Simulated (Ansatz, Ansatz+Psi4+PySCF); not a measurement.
```yaml
atoms:
  - { symbol: Li, position_ang: [0.0000, 0.0000, 0.0000] }
  - { symbol: O, position_ang: [0.0000, 0.0000, 1.6880] }
```

Basis set: cc-pCVTZ on Li; cc-pVTZ on O (spherical functions). Correlated methods keep 1 orbital frozen. Charge 0, multiplicity 2.

Computed with Ansatz (development build ahead of 0.2.0); the reference of a correlated method needn't be the lowest determinant of its kind.

The atomization energy at this shape (free ground-state atoms in the same class of orbitals less the molecule, no zero-point energy) of doublet LiO:

```tsv
method	atomization energy
UHF-CCSD	77.40 kcal/mol
```

Problem. What does UHF-CCSD(T) give?

Solution. 79.73 kcal/mol. Caution: the reference determinant was not shown to be the lowest.
